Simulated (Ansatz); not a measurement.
Working through vertical and adiabatic energies of changing the electron count of C2H4Si, SMILES C#C[SiH3]

With Ansatz 0.2.0, Python API.

Typed at the interpreter:
```pycon
>>> import itertools
>>> import warnings
>>> import ansatz as az
>>> from ase.data import atomic_numbers, covalent_radii
>>> import numpy as np
>>> config = {
...     "basis_set": "6-31G*",
...     "xc": "r2scan",
...     "charge": 1,
... }
>>> warnings.simplefilter("ignore", az.DeckWarning)
>>> mol = (
...     az.Crystal.molecule()
...     .atom("C", (-0.5836, -1.9398, 0.1844))
...     .atom("C", (-0.2602, -0.7617, 0.0659))
...     .atom("Si", (0.2954, 1.0111, -0.112))
...     .atom("H", (-0.8913, -2.8923, 0.263))
...     .atom("H", (-0.077, 1.5644, -1.4289))
...     .atom("H", (-0.2571, 1.8687, 0.9741))
...     .atom("H", (1.8351, 1.0817, 0.0079))
... )
>>> calculation = mol.calculation()
>>> calculation = calculation.basis(gaussian=config["basis_set"])
>>> calculation = calculation.functional(config["xc"])
>>> symbols = [site.symbol for site in mol.cartesian_sites]
>>> start = np.array([site.position_ang for site in mol.cartesian_sites], dtype=float)
>>> r = calculation.relax(force_tolerance=0.01).run(threads=1).report

>>> end = np.array(r["positions_ang"])
>>> minimum = az.Crystal.molecule()
>>> for symbol, place in zip(symbols, end):
...     minimum = minimum.atom(symbol, place.tolist())
...
>>> ion = (
...     minimum.calculation()
...     .basis(gaussian=config["basis_set"])  # the orbital basis, by name
...     .functional(config["xc"])
...     .charge(config["charge"])  # electrons removed from the neutral system
...     .spin("collinear", total=1)
... )
>>> vertical = ion.run(threads=1).report
>>> settled = ion.relax(force_tolerance=0.01, max_steps=80).run(threads=1).report
>>> print(f"vertical ionisation energy   {vertical['free_energy_ev'] - r['free_energy_ev']:.3f} eV")
vertical ionisation energy   10.318 eV
>>> print(f"adiabatic, no zero point     {settled['free_energy_ev'] - r['free_energy_ev']:.3f} eV")
adiabatic, no zero point     10.128 eV
>>> print(f"relaxation energy of the ion {vertical['free_energy_ev'] - settled['free_energy_ev']:.3f} eV")
relaxation energy of the ion 0.190 eV
>>> ionised = np.array(settled["positions_ang"])
>>> # pairs closer than 1.2 times the sum of covalent radii, before or after
>>> radius = [covalent_radii[atomic_numbers[s]] for s in symbols]
>>> span = lambda where, i, j: np.linalg.norm(where[i] - where[j])
>>> bonded = [(i, j) for i, j in itertools.combinations(range(len(symbols)), 2) if min(span(end, i, j), span(ionised, i, j)) < 1.2 * (radius[i] + radius[j])]
>>> print("pair        before    after (A)")
pair        before    after (A)
>>> for i, j in bonded:
...     print(f"{symbols[i]}{i}-{symbols[j]}{j}".ljust(10), f"{span(end, i, j):8.4f} {span(ionised, i, j):8.4f}")
...
C0-C1        1.2173   1.2565
C0-H3        1.0695   1.0800
C1-Si2       1.8218   1.8501
Si2-H4       1.4871   1.4762
Si2-H5       1.4869   1.4762
Si2-H6       1.4869   1.5132
>>> for first, second in list(itertools.combinations(bonded, 2)):
...     shared = set(first) & set(second)
...     if shared and symbols[(j := shared.pop())] != "H":
...         i, k = sorted((set(first) | set(second)) - {j})
...         u, v = ionised[i] - ionised[j], ionised[k] - ionised[j]
...         angle = np.degrees(np.arccos(np.clip(u @ v / np.linalg.norm(u) / np.linalg.norm(v), -1, 1)))
...         print(f"final angle {symbols[i]}{i}-{symbols[j]}{j}-{symbols[k]}{k}: {angle:.2f} deg")
...
final angle C1-C0-H3: 179.29 deg
final angle C0-C1-Si2: 175.80 deg
final angle C1-Si2-H4: 108.51 deg
final angle C1-Si2-H5: 108.51 deg
final angle C1-Si2-H6: 94.47 deg
final angle H4-Si2-H5: 119.64 deg
final angle H4-Si2-H6: 111.34 deg
final angle H5-Si2-H6: 111.34 deg
```

The energies are electronic: no zero-point or thermal terms, and the basis set is short of its limit. The product may relax into another structure. The relaxation finds the nearest minimum, so the adiabatic value is an upper bound. Hardware and time: 97 s on 1 thread of Intel(R) Xeon(R) 6975P-C (Granite Rapids), with other jobs on the host, peak memory 0.26 GiB.

(Lines on the test bed's own set-up are left out of the output.)
